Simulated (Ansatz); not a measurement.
Ideal-gas functions of C2H2O2S (`S=C1OCO1`) at 800 K and 1 bar, from an Ansatz frequency run at PBE0-D4/def2-TZVP.

Molar mass 90.1 g/mol, point group C2v (symmetry number 2), electronic degeneracy 1, moments of inertia 34.149, 166.273, 197.067 u Å². Harmonic wavenumbers (cm⁻¹, unscaled): 231, 380, 626, 668, 959, 1034, 1095, 1098, 1106, 1142, 1385, 1427, 1541, 3085, 3161.

Use S(trans) = R[1.5 ln M + 2.5 ln T − 1.1517]; rotational temperatures θ = 24.2544 K / I; S(rot) = R[ln(√π/σ · √(T³/θAθBθC)) + 1.5]; for each mode x = 1.438777 ν̃/T, S = R[x/(eˣ − 1) − ln(1 − e⁻ˣ)] and H = RT x/(eˣ − 1); 1 cm⁻¹ = 0.0119627 kJ/mol; R = 8.31446 J/(mol·K).

By hand: the entropy, in J/(mol·K).

Translation 185.5. Rotation: θ = 0.7103, 0.1459, 0.1231 K, giving 113.0. Vibration, mode by mode: 15.68, 11.64, 7.75, 7.27, 4.74, 4.26, 3.91, 3.89, 3.84, 3.65, 2.59, 2.44, 2.08, 0.21, 0.19, in all 74.1. Electronic 0.0. Sum 372.6 J/(mol·K).

By hand: H − E and G − E in kJ/mol, counted from the electronic energy.

Zero-point energy ½ × 18938 × 0.0119627 = 113.3; thermal vibration 34.6; translation, rotation and pV give 4 RT = 26.6. H − E = 174.5 kJ/mol, and G − E = 174.5 − 800 × 372.6/1000 = -123.6 kJ/mol.

Vibration gives 20 % of the entropy.
